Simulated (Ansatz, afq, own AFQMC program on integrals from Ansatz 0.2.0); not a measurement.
**BNH₂⁺, doublet: AFQMC among the cluster methods**

```xyz
4

B     0.0000    0.0000    0.8600
N     0.0000    0.0000   -0.5115
H     0.0000    0.8509   -1.0580
H     0.0000   -0.8509   -1.0580
```

Connectivity, by distances: B–NH2.

Basis cc-pVDZ. Noble-gas cores (and the filled d shells of Ga–Kr and In–Xe) are frozen. Ansatz 0.2.0 and our own AFQMC program on the same integrals; the CISD trial comes from CCSD amplitudes, and released means the phaseless constraint is let go. ± is one standard error of the sampling.

Determinant: UHF, the one that the program's search chose, which needn't be the lowest solution. The geometry is a PBE0/def2-TZVP stationary point of this or a neighbouring charge and spin state.

No full CI on the walks' own integrals is used here; CCSDT(Q) serves as the reference and is uncertain by about the last step of the cluster series.

The T1 diagnostic is 0.0205, the weight of the determinant in the CISD state is 0.912 and the ⟨S²⟩ of the determinant is 0.776. The size of the correlated space is 9 electrons in 36 orbitals.

```tsv
level	correlation energy (eV)
MP2	-5.5833
CCSD	-6.0532
CCSD(T)	-6.2405
```

Task: Estimate where AFQMC with the constraint released lies against CCSD(T) on the same integrals.

Result: 0.96 ± 0.36 kcal/mol below CCSD(T).

Reference: CCSDT(Q), correlation energy -6.277 eV. The released energy is read at 2.40 1/Eh (meV from the phaseless value at times in 1/Eh: -16 ± 13 at 0.24, -19 ± 13 at 0.51, 0 ± 10 at 0.99, -19 ± 15 at 1.62, -14 ± 16 at 2.40).

```json
{"level": "CCSD(T)", "E − E(reference) (kcal/mol)": "0.84", "share of correlation (%)": "99.42"}
{"level": "CCSDT", "E − E(reference) (kcal/mol)": "0.37", "share of correlation (%)": "99.75"}
{"level": "ph-AFQMC/HF", "E − E(reference) (kcal/mol)": "-0.65 ± 1.28", "share of correlation (%)": "100.45"}
{"level": "ph-AFQMC/CISD", "E − E(reference) (kcal/mol)": "0.19 ± 0.28", "share of correlation (%)": "99.87"}
{"level": "released AFQMC", "E − E(reference) (kcal/mol)": "-0.12 ± 0.36", "share of correlation (%)": "100.09"}
```

A walk keeps the symmetry of its determinant, which the program's search chose and which needn't be the lowest solution, so a lower state of the same spin and another symmetry isn't excluded. Released energies are given only where the last usable release times agree within the noise; a slower fall can still hide under it.
